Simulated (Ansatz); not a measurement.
Born–Oppenheimer molecular dynamics of C₂H₄B (7 atoms, charge 1, multiplicity 1). It starts at the highest image of a converged band. Of that band: Neighbouring images differ by up to 1.6 eV, so the band resolves the path poorly. A vibrational analysis at the climbing image gives one clearly imaginary mode, 795i cm⁻¹: a first-order saddle point.

Computed with RKS PBE0-D4/def2-SVPD in Ansatz 0.2.0.

| Item | Value |
| --- | --- |
| ensemble | NVE (velocity Verlet) |
| time step | 0.5 fs |
| steps asked | 200 |
| starting velocities drawn for | 300 K |
| seed | 8769 |

Frames 5 fs apart, positions in Å, forces in eV/Å.

Velocities at 35.0 fs (Å/ps):

```
B -5.07 -9.71 -2.84
C 3.18 3.90 -0.96
C 1.66 6.42 2.10
H 3.50 12.19 35.36
H -1.42 -18.29 -11.21
H 3.84 -23.96 -8.30
H -9.25 11.27 1.02
```

```xyz
7
Properties=species:S:1:pos:R:3:forces:R:3 time_fs=35.0 energy_less_start_eV=-0.066 T=405
B -1.137 -1.216 -0.182 0.48 0.35 -0.08
C 0.228 0.487 -0.597 -1.62 0.09 -1.52
C 0.380 0.130 0.693 0.49 0.04 0.04
H -0.796 0.537 -1.217 1.53 -0.19 1.28
H 1.081 0.805 -1.258 -0.61 -0.33 0.66
H 1.412 0.193 1.086 -0.35 -0.27 0.16
H -0.370 -0.204 1.463 0.09 0.31 -0.52
7
Properties=species:S:1:pos:R:3:forces:R:3 time_fs=40.0 energy_less_start_eV=-0.114 T=478
B -1.157 -1.261 -0.197 0.51 0.21 -0.03
C 0.234 0.504 -0.604 0.83 -0.87 2.25
C 0.392 0.161 0.700 0.65 -0.30 -0.97
H -0.729 0.600 -0.987 -2.36 0.58 -1.25
H 1.050 0.694 -1.272 0.63 0.12 -0.47
H 1.411 0.049 1.077 0.01 -0.06 0.33
H -0.403 -0.103 1.414 -0.27 0.32 0.14
7
Properties=species:S:1:pos:R:3:forces:R:3 time_fs=45.0 energy_less_start_eV=-0.122 T=491
B -1.165 -1.300 -0.212 0.53 0.38 -0.04
C 0.237 0.510 -0.588 -1.82 0.29 -1.43
C 0.415 0.184 0.696 -0.19 -1.07 0.99
H -0.885 0.750 -0.912 2.17 -0.16 0.14
H 1.074 0.591 -1.329 -0.87 0.00 0.43
H 1.388 -0.104 1.131 -0.26 0.26 -0.09
H -0.470 0.078 1.370 0.45 0.31 0.01
7
Properties=species:S:1:pos:R:3:forces:R:3 time_fs=50.0 energy_less_start_eV=-0.224 T=648
B -1.162 -1.332 -0.228 0.41 0.24 -0.01
C 0.213 0.517 -0.587 1.53 -0.87 0.78
C 0.434 0.190 0.704 -1.39 -0.21 0.29
H -0.722 0.903 -0.855 -1.81 0.94 -0.66
H 0.975 0.490 -1.341 0.54 -0.15 -0.61
H 1.330 -0.209 1.174 0.32 0.04 -0.18
H -0.456 0.322 1.348 0.39 0.00 0.39
7
Properties=species:S:1:pos:R:3:forces:R:3 time_fs=55.0 energy_less_start_eV=-0.253 T=692
B -1.149 -1.358 -0.245 0.28 0.28 -0.04
C 0.203 0.515 -0.584 -0.66 0.87 -1.01
C 0.430 0.190 0.721 -0.76 0.62 0.01
H -0.717 1.179 -0.877 1.44 -1.23 0.61
H 0.924 0.354 -1.425 -0.44 -0.19 0.67
H 1.315 -0.297 1.165 -0.21 0.00 -0.45
H -0.347 0.573 1.409 0.34 -0.34 0.21
7
Properties=species:S:1:pos:R:3:forces:R:3 time_fs=60.0 energy_less_start_eV=-0.365 T=863
B -1.131 -1.378 -0.262 0.17 0.25 0.00
C 0.189 0.522 -0.590 0.64 -0.82 1.49
C 0.410 0.202 0.735 0.00 1.01 -0.83
H -0.543 1.270 -0.818 -0.80 0.53 -0.33
H 0.821 0.171 -1.409 0.08 -0.22 0.00
H 1.269 -0.395 1.063 -0.19 -0.27 -0.08
H -0.167 0.743 1.514 0.09 -0.48 -0.25
7
Properties=species:S:1:pos:R:3:forces:R:3 time_fs=65.0 energy_less_start_eV=-0.306 T=772
B -1.108 -1.392 -0.279 0.15 0.38 0.05
C 0.181 0.518 -0.574 -1.10 0.91 0.05
C 0.391 0.230 0.735 1.33 -0.55 -0.24
H -0.461 1.423 -0.811 0.62 -1.14 -0.21
H 0.709 -0.052 -1.367 -0.22 0.40 0.15
H 1.162 -0.540 0.940 -0.45 0.05 0.30
H 0.032 0.820 1.583 -0.33 -0.04 -0.10
7
Properties=species:S:1:pos:R:3:forces:R:3 time_fs=70.0 energy_less_start_eV=-0.267 T=712
B -1.082 -1.397 -0.295 0.16 0.51 0.07
C 0.161 0.522 -0.554 -0.59 -0.13 -0.87
C 0.396 0.250 0.732 0.69 -0.91 0.89
H -0.347 1.434 -0.875 -0.03 -0.05 -0.27
H 0.564 -0.193 -1.307 -0.08 0.52 -0.07
H 0.967 -0.681 0.888 -0.01 0.15 0.58
H 0.164 0.871 1.611 -0.14 -0.09 -0.34
7
Properties=species:S:1:pos:R:3:forces:R:3 time_fs=75.0 energy_less_start_eV=-0.218 T=636
B -1.052 -1.392 -0.310 0.17 0.62 0.06
C 0.129 0.521 -0.546 -0.38 0.18 -0.47
C 0.414 0.252 0.742 -0.31 -0.79 -0.07
H -0.237 1.459 -1.016 0.08 -0.37 0.59
H 0.405 -0.244 -1.279 0.22 -0.25 -0.52
H 0.760 -0.781 0.963 0.21 0.39 0.29
H 0.261 0.919 1.587 0.00 0.21 0.12
7
Properties=species:S:1:pos:R:3:forces:R:3 time_fs=80.0 energy_less_start_eV=-0.148 T=528
B -1.019 -1.372 -0.323 0.18 0.68 0.03
C 0.095 0.514 -0.545 0.48 -1.21 -0.38
C 0.426 0.240 0.752 -1.07 0.45 -0.48
H -0.157 1.476 -1.057 0.04 -0.50 0.79
H 0.286 -0.306 -1.332 -0.10 0.60 0.56
H 0.605 -0.797 1.105 0.35 0.21 -0.14
H 0.356 0.993 1.563 0.12 -0.24 -0.38
7
Properties=species:S:1:pos:R:3:forces:R:3 time_fs=85.0 energy_less_start_eV=-0.172 T=565
B -0.982 -1.338 -0.336 0.00 0.51 0.18
C 0.070 0.481 -0.545 0.52 -0.29 1.59
C 0.419 0.234 0.751 -0.74 0.05 -0.78
H -0.080 1.474 -0.966 -0.23 0.20 0.04
H 0.158 -0.283 -1.316 0.23 -0.66 -0.82
H 0.527 -0.764 1.219 0.25 -0.04 -0.32
H 0.476 1.043 1.479 -0.02 0.23 0.11
7
Properties=species:S:1:pos:R:3:forces:R:3 time_fs=90.0 energy_less_start_eV=-0.096 T=449
B -0.944 -1.292 -0.344 -0.14 0.25 0.30
C 0.056 0.437 -0.524 -0.21 0.95 -2.02
C 0.399 0.231 0.741 0.49 -0.08 1.37
H -0.065 1.509 -0.878 -0.06 -1.30 -0.01
H 0.070 -0.327 -1.398 0.15 0.71 0.70
H 0.507 -0.737 1.263 0.10 -0.13 -0.18
H 0.585 1.109 1.394 -0.34 -0.42 -0.16
```

Of the whole run (100 fs, mean temperature of the second half 563 K): The conserved energy stayed within 0.24 meV per atom of its start (net change 0.069 meV per atom), so the integration is sound. The system heated up, since it started high on the potential surface and ran downhill. A run of 0.1 ps of so small a system gives no equilibrium averages. The orbitals stay closed-shell, which can raise the energy where a bond breaks towards radicals; this wasn't checked here. Limits of this set-up: the dipole of an ion depends on the origin.

The run took 2.4 min on 2 threads of Intel(R) Xeon(R) Platinum 8488C (Sapphire Rapids) (shared host), peak memory 0.17 GiB.
